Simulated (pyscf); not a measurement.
# Atom transfer: `[F][N][F]` [doublet] + `[FH]` → `[F][N]([F])[F]` + `[H]` [doublet]

Gas phase, doublet surface, charge 0. Bonds broken: F4–H5. Bonds formed: N2–F4. Structures and frequencies: ωB97X-D3(BJ)/def2-SVP in PySCF. MP2 and CC: frozen core, UHF for open shells. ΔMP2 is the change of the MP2 total energy from the triple- to the quadruple-zeta basis.

Transition state (Å):

```xyz
5

F      0.9983     1.6769    -0.3635
N      0.0164     0.9646     0.1948
F      0.6492     0.2361     1.1178
F     -0.2155    -0.1227    -0.9200
H     -0.2999    -1.1766    -1.9783
```

One imaginary mode, 1592i cm⁻¹; descent along it reached the two sides named.

```
bond   change  reactant side (Å)  saddle  product side
-----  ------  -----------------  ------  ------------
F4–H5  breaks              0.924   1.496           3.5
N2–F4   forms                2.9   1.574         1.356
```

Electronic energies relative to the separated reactants (kcal/mol):

```tsv
level	barrier	reaction energy	reverse barrier
ωB97X-D3(BJ)/def2-TZVP	94.4	+78.4	15.9
PBE/def2-TZVP	76.6	+72.9	3.7
r²SCAN/def2-TZVP	81.5	+77.2	4.3
B3LYP-D3(BJ)/def2-TZVP	87.5	+81.0	6.5
PBE0-D3(BJ)/def2-TZVP	88.1	+77.1	11.0
M06-2X/def2-TZVP	95.0	+78.1	16.9
ωB97M-D3(BJ)/def2-TZVP	92.9	+78.2	14.8
HF/def2-TZVP	111.2	+87.7	23.5
MP2/def2-QZVPP	110.6	+78.4	32.2
CCSD/def2-TZVPP	101.2	+83.9	17.3
CCSD(T)/def2-TZVPP	96.8	+81.4	15.4
CCSD(T)/def2-TZVPP + ΔMP2(QZVPP)	97.1	+81.5	15.6
```

With CCSD(T)/def2-TZVPP + ΔMP2(QZVPP) energies and thermal terms (ideal gas, 1 atm, RRHO with modes under 100 cm⁻¹ raised to 100, one conformer, R ln 2 for rigid chiral ones), in kcal/mol:

| T (K) | ΔH‡ | ΔG‡ | ΔH | ΔG |
|---|---|---|---|---|
| 298 | 93.4 | 102.8 | +78.2 | +81.7 |
| 600 | 93.7 | 112.2 | +78.8 | +85.0 |
| 900 | 94.3 | 121.4 | +79.7 | +87.9 |
| 1200 | 95.1 | 130.3 | +80.7 | +90.5 |

The same reactants have a lower exit, to HF + F–N•–F (barrier +55.5 kcal/mol at ωB97M-D3(BJ), against +92.9 kcal/mol here). This is the saddle that the search found; another between the same sides may lie lower. The angle at the transferred F is 175°. The CCSD(T) − MP2 part came from Ansatz, without density fitting, on the same reference. A UHF reference is spin-contaminated (<S²> up to 1.06), which harms MP2 most.
